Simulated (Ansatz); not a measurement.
Born–Oppenheimer molecular dynamics of CH₃ClF (6 atoms, charge -1, multiplicity 1). It starts from a rough guess of a transition structure, not a stationary point.

These are results of Ansatz, UKS BLYP-D4/def2-SVP, not measurements.

| Item | Value |
| --- | --- |
| ensemble | NVE (velocity Verlet) |
| time step | 0.5 fs |
| steps asked | 150 |
| starting velocities drawn for | 600 K |
| seed | 906000 |

Frames 2.5 fs apart, positions in Å, forces in eV/Å.

Velocities at 15.0 fs (Å/ps):

```
Cl -6.44 -2.25 4.87
C 17.30 5.58 -22.77
F -0.25 0.50 1.39
H 7.71 5.90 24.94
H 16.47 0.94 17.17
H 0.94 -3.50 31.81
```

```xyz
6
Properties=species:S:1:pos:R:3:forces:R:3 time_fs=15.0 energy_less_start_eV=-0.468 T=1509
Cl -1.727 -0.620 1.179 -1.36 -0.49 0.91
C 0.227 0.077 -0.199 1.13 -0.44 -1.07
F 1.494 0.539 -0.995 -0.70 -0.20 0.35
H -0.151 -0.888 -0.764 0.53 1.98 1.00
H -0.464 0.972 -0.146 0.56 -0.95 -0.38
H 0.596 -0.168 0.833 -0.15 0.10 -0.81
6
Properties=species:S:1:pos:R:3:forces:R:3 time_fs=17.5 energy_less_start_eV=-0.605 T=1773
Cl -1.745 -0.626 1.192 -1.24 -0.44 0.80
C 0.275 0.090 -0.255 2.42 0.66 2.40
F 1.492 0.540 -0.991 -0.48 -0.21 0.00
H -0.121 -0.827 -0.683 -0.30 -0.09 -0.47
H -0.410 0.949 -0.117 -0.04 -0.30 -0.57
H 0.589 -0.169 0.868 -0.35 0.38 -2.17
6
Properties=species:S:1:pos:R:3:forces:R:3 time_fs=20.0 energy_less_start_eV=-0.660 T=1882
Cl -1.764 -0.632 1.206 -1.00 -0.37 0.66
C 0.333 0.107 -0.300 2.06 1.42 2.90
F 1.489 0.540 -0.987 0.48 0.01 -0.68
H -0.111 -0.774 -0.629 -1.04 -1.89 -1.52
H -0.360 0.911 -0.121 -0.81 0.72 -0.56
H 0.565 -0.150 0.786 0.31 0.11 -0.79
6
Properties=species:S:1:pos:R:3:forces:R:3 time_fs=22.5 energy_less_start_eV=-0.603 T=1770
Cl -1.785 -0.640 1.222 -0.75 -0.28 0.53
C 0.401 0.129 -0.333 -2.76 -0.77 0.14
F 1.488 0.541 -0.986 2.44 0.66 -1.81
H -0.149 -0.806 -0.655 0.43 0.62 -0.67
H -0.352 0.909 -0.159 -0.43 0.42 -0.64
H 0.560 -0.128 0.668 1.08 -0.66 2.44
6
Properties=species:S:1:pos:R:3:forces:R:3 time_fs=25.0 energy_less_start_eV=-0.448 T=1471
Cl -1.807 -0.648 1.238 -0.56 -0.21 0.38
C 0.454 0.148 -0.362 -6.27 -2.12 2.07
F 1.494 0.543 -0.990 4.55 1.45 -3.11
H -0.166 -0.812 -0.723 1.24 1.52 -0.03
H -0.367 0.930 -0.233 0.52 -0.37 -0.40
H 0.612 -0.138 0.668 0.53 -0.27 1.09
6
Properties=species:S:1:pos:R:3:forces:R:3 time_fs=27.5 energy_less_start_eV=-0.519 T=1608
Cl -1.831 -0.656 1.255 -0.42 -0.16 0.24
C 0.478 0.157 -0.382 -5.52 -2.14 4.26
F 1.515 0.550 -1.004 4.91 1.63 -3.32
H -0.115 -0.736 -0.795 0.84 0.48 0.05
H -0.355 0.932 -0.329 0.61 -0.31 0.21
H 0.694 -0.163 0.731 -0.42 0.51 -1.45
6
Properties=species:S:1:pos:R:3:forces:R:3 time_fs=30.0 energy_less_start_eV=-0.687 T=1934
Cl -1.855 -0.665 1.272 -0.27 -0.10 0.13
C 0.476 0.156 -0.381 -1.36 -0.13 3.52
F 1.550 0.562 -1.028 3.37 1.16 -2.17
H -0.020 -0.640 -0.869 -0.63 -1.93 -0.65
H -0.311 0.921 -0.413 -0.23 0.49 0.71
H 0.753 -0.162 0.718 -0.89 0.51 -1.55
6
Properties=species:S:1:pos:R:3:forces:R:3 time_fs=32.5 energy_less_start_eV=-0.868 T=2281
Cl -1.879 -0.673 1.290 -0.11 -0.04 0.04
C 0.466 0.153 -0.364 -0.09 0.20 -1.42
F 1.597 0.578 -1.059 1.61 0.66 -0.74
H 0.048 -0.641 -0.973 -0.45 -1.10 0.23
H -0.279 0.935 -0.456 -0.61 0.61 0.80
H 0.764 -0.134 0.626 -0.36 -0.32 1.08
6
Properties=species:S:1:pos:R:3:forces:R:3 time_fs=35.0 energy_less_start_eV=-0.757 T=2071
Cl -1.904 -0.682 1.308 0.02 0.01 -0.01
C 0.455 0.151 -0.354 -0.48 0.05 -5.20
F 1.648 0.596 -1.092 0.17 0.21 0.32
H 0.089 -0.704 -1.061 0.09 0.83 1.71
H -0.278 0.980 -0.453 -0.02 -0.31 0.67
H 0.755 -0.124 0.597 0.22 -0.79 2.52
6
Properties=species:S:1:pos:R:3:forces:R:3 time_fs=37.5 energy_less_start_eV=-0.799 T=2150
Cl -1.928 -0.691 1.325 0.09 0.04 -0.07
C 0.442 0.150 -0.366 1.30 -0.38 -1.48
F 1.700 0.614 -1.124 -0.90 -0.14 0.86
H 0.132 -0.726 -1.055 -0.13 0.96 1.43
H -0.279 1.010 -0.410 0.26 -0.72 0.31
H 0.751 -0.152 0.689 -0.63 0.24 -1.06
6
Properties=species:S:1:pos:R:3:forces:R:3 time_fs=40.0 energy_less_start_eV=-0.665 T=1891
Cl -1.953 -0.700 1.343 0.16 0.06 -0.13
C 0.435 0.147 -0.386 2.87 1.05 1.80
F 1.750 0.632 -1.154 -1.63 -0.44 1.12
H 0.165 -0.701 -0.973 -0.83 -0.94 -0.49
H -0.268 1.001 -0.349 -0.01 -0.33 -0.14
H 0.714 -0.170 0.732 -0.56 0.59 -2.17
6
Properties=species:S:1:pos:R:3:forces:R:3 time_fs=42.5 energy_less_start_eV=-0.613 T=1789
Cl -1.977 -0.708 1.360 0.24 0.09 -0.18
C 0.443 0.149 -0.399 2.78 1.25 0.85
F 1.794 0.649 -1.180 -2.14 -0.69 1.38
H 0.151 -0.724 -0.913 -0.85 -1.15 -1.12
H -0.259 0.973 -0.296 -0.43 0.34 -0.55
H 0.649 -0.156 0.658 0.40 0.16 -0.39
```

Of the whole run (75 fs, mean temperature of the second half 1590 K): The conserved energy stayed within 0.78 meV per atom of its start (net change 0.42 meV per atom), so the integration is sound. The system heated up, since it started high on the potential surface and ran downhill. A run of 0.075 ps of so small a system gives no equilibrium averages. The orbitals stay closed-shell, which can raise the energy where a bond breaks towards radicals; this wasn't checked here. Limits of this set-up: an anion without diffuse functions, the dipole of an ion depends on the origin.

Time of the run: 4.8 min on 1 CPU thread of a shared host.
